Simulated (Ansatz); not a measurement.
# SiPHCl (doublet): wave-function methods side by side, cc-pVDZ

One table from this session's results is given with a row withheld; the runs are named, their logs left out.

The runs use Ansatz 0.2.0, Gaussian basis; cc-pVDZ, core rule «outside noble gas», up to 15 orbitals frozen.

To be run: UHF; CCSD(T) on ROHF; CCSD(T) on UHF; BCCD(T) on ROHF; CISD; CCSDT(Q) on ROHF; CCSDT(Q) on UHF.

26 further runs of the same task are left out: 6 for a known fault of the program, 7 that didn't finish, 13 set aside as unsound or not needed.

## What is computed

The geometry is a PBE0/def2-TZVP stationary point (not a proven minimum) of the parent state, kept for this charge and spin.

4 atoms, charge 0, spin multiplicity 2.

Atoms are counted from 1 here; the program's logs count them from 0.

Bond lengths: Cl1–Si2 2.068 Å, Si2–P3 2.282 Å, P3–H4 1.429 Å. Angles: Cl1–Si2–P3 112.5°, Si2–P3–H4 96.7°.

The first run:

The input, in.yaml:

```yaml
crystal:
  periodic: [false, false, false]
  atoms:
    - {symbol: Cl, position_ang: [0.017539, -0.372733, 1.703409]}
    - {symbol: Si, position_ang: [0.019119, 0.850411, 0.036379]}
    - {symbol: P, position_ang: [-0.080618, -0.331858, -1.912861]}
    - {symbol: H, position_ang: [1.327734, -0.387755, -2.147109]}
basis:
  gaussian: {orbitals: cc-pVDZ}
magnetization: {spin_polarized: true, initial_magnetization: 1}
hamiltonian: {xc: hf}
output: {orbitals: {seedname: orbitals}}
```

The run is started by

```sh
$ ansatz run in.yaml --threads 1 --pin off --events-out ev --progress --plain --max-ram 2393MiB
```

Steps of the session up to this table: UHF; CCSD(T) on ROHF; CCSD(T) on UHF; BCCD(T) on ROHF; CISD; CCSDT(Q) on ROHF; CCSDT(Q) on UHF.

One table of the session follows, with a row left open; its other results are not shown here.

```
   method  from UCCSDT(Q) (kJ/mol)
     ROHF                   +974.7
      UHF                   +955.6
     RMP2                   +152.8
     UMP2                   +171.5
     CISD                   +155.2
    RCCSD                    +36.4
    UCCSD                    +37.4
 RCCSD(T)                     +6.7
 UCCSD(T)                     +7.8
  BCCD(T)                     +6.5
   RCCSDT                     +2.6
   UCCSDT                        ?
RCCSDT(Q)                     +0.3
UCCSDT(Q)                        0
```

Estimate the missing values for UCCSDT.

As computed: from UCCSDT(Q) (kJ/mol): +2.8. In the column «from UCCSDT(Q) (kJ/mol)» it lies between RCCSDT (+2.6) and BCCD(T) (+6.5).

Caveats from the session: Restricted and unrestricted rows rest on different reference determinants; where their highest levels disagree by more than a few hundredths of an eV, they describe different states and don't form one ladder.
